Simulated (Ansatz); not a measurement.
in.yaml

```yaml
crystal:
  periodic: [false, false, false]
  atoms:
    - {symbol: N, position_ang: [0.000000, 0.000000, 0.507670]}
    - {symbol: C, position_ang: [0.000000, 0.000000, -2.012330]}
    - {symbol: H, position_ang: [0.000000, 0.000000, 1.504659]}
basis:
  gaussian: {orbitals: 6-31G}
correlation: {method: fic_mrcisd_q, electrons: outside_noble_gas, active_space: {window: {electrons: 2, orbitals: 2}}}
accuracy: high
scf: {lower_state_search: off}
magnetization: {spin_polarized: true, initial_magnetization: 0}
```

```sh
$ ansatz run in.yaml --threads 1 --pin off --events-out ev --progress --plain --max-ram 2393MiB
```

Problem. One thing in this input was set wrong on purpose, beside settings that are merely unusual. What is the gravest fault, and what does the program do?

Solution. Active space on unrestricted orbitals. How the run ends: refused.
```
Error: invalid value for `correlation.active_space`: it starts from restricted Hartree–Fock orbitals; set hamiltonian.xc: hf without magnetization.spin_polarized
```
